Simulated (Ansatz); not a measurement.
Born–Oppenheimer molecular dynamics of AlCl2H (4 atoms, charge 0, multiplicity 1). It starts from a relaxed structure.

Theory: Ansatz, RKS CAM-B3LYP/cc-pVDZ.

* ensemble: NVT, Langevin thermostat
* time step: 0.5 fs
* steps asked: 150
* set temperature: 100 K
* friction: 0.02 /fs
* seed: 599445

First frame:

```xyz
4
Properties=species:S:1:pos:R:3
Al 0.011 0.000 0.007
Cl 0.052 0.000 2.116
Cl 1.859 0.000 -1.014
H -1.342 0.000 -0.774
```

**Question.** What does the run give?

**Answer.** The run went to its last step.

```yaml
steps_done: 150
time_covered: 75 fs
mean_temperature_over_the_second_half: 81 K
spread_of_the_potential_energy_over_the_second_half: 1.0 meV per atom
mean_potential_energy_of_the_second_half_above_the_start: 7.9 meV per atom
```

The mean temperature of the second half is 19 % below the set value. A run of 0.075 ps of so small a system gives no equilibrium averages.

**Question.** What happens to the structure?

**Answer.** The same pairs are bonded in the first frame and the last. Pairs count as bonded within 1.25 times the sum of covalent radii (0.12 Å more for H–H). Another seed would give other details.

**Question.** How do temperature and energy run in time?

**Answer.** 
```json
{"time (fs)": "0", "T (K)": "75", "potential energy less start (eV)": "0.000"}
{"time (fs)": "2.5", "T (K)": "65", "potential energy less start (eV)": "0.002"}
{"time (fs)": "5", "T (K)": "60", "potential energy less start (eV)": "0.005"}
{"time (fs)": "7.5", "T (K)": "70", "potential energy less start (eV)": "0.006"}
{"time (fs)": "10", "T (K)": "73", "potential energy less start (eV)": "0.009"}
{"time (fs)": "12.5", "T (K)": "82", "potential energy less start (eV)": "0.017"}
{"time (fs)": "15", "T (K)": "59", "potential energy less start (eV)": "0.020"}
{"time (fs)": "17.5", "T (K)": "72", "potential energy less start (eV)": "0.017"}
{"time (fs)": "20", "T (K)": "55", "potential energy less start (eV)": "0.020"}
{"time (fs)": "22.5", "T (K)": "54", "potential energy less start (eV)": "0.023"}
{"time (fs)": "25", "T (K)": "81", "potential energy less start (eV)": "0.018"}
{"time (fs)": "27.5", "T (K)": "72", "potential energy less start (eV)": "0.021"}
{"time (fs)": "30", "T (K)": "103", "potential energy less start (eV)": "0.028"}
{"time (fs)": "32.5", "T (K)": "133", "potential energy less start (eV)": "0.022"}
{"time (fs)": "35", "T (K)": "147", "potential energy less start (eV)": "0.016"}
{"time (fs)": "37.5", "T (K)": "109", "potential energy less start (eV)": "0.029"}
{"time (fs)": "40", "T (K)": "107", "potential energy less start (eV)": "0.029"}
{"time (fs)": "42.5", "T (K)": "110", "potential energy less start (eV)": "0.023"}
{"time (fs)": "45", "T (K)": "74", "potential energy less start (eV)": "0.028"}
{"time (fs)": "47.5", "T (K)": "98", "potential energy less start (eV)": "0.032"}
{"time (fs)": "50", "T (K)": "85", "potential energy less start (eV)": "0.029"}
{"time (fs)": "52.5", "T (K)": "82", "potential energy less start (eV)": "0.027"}
{"time (fs)": "55", "T (K)": "82", "potential energy less start (eV)": "0.031"}
{"time (fs)": "57.5", "T (K)": "35", "potential energy less start (eV)": "0.038"}
{"time (fs)": "60", "T (K)": "50", "potential energy less start (eV)": "0.032"}
{"time (fs)": "62.5", "T (K)": "58", "potential energy less start (eV)": "0.035"}
{"time (fs)": "65", "T (K)": "66", "potential energy less start (eV)": "0.039"}
{"time (fs)": "67.5", "T (K)": "92", "potential energy less start (eV)": "0.033"}
{"time (fs)": "70", "T (K)": "98", "potential energy less start (eV)": "0.030"}
{"time (fs)": "72.5", "T (K)": "76", "potential energy less start (eV)": "0.036"}
{"time (fs)": "75", "T (K)": "85", "potential energy less start (eV)": "0.033"}
```

Run time: 3.5 min on 1 thread of Intel(R) Xeon(R) Platinum 8488C (Sapphire Rapids), with other jobs on the host, peak memory 0.15 GiB.
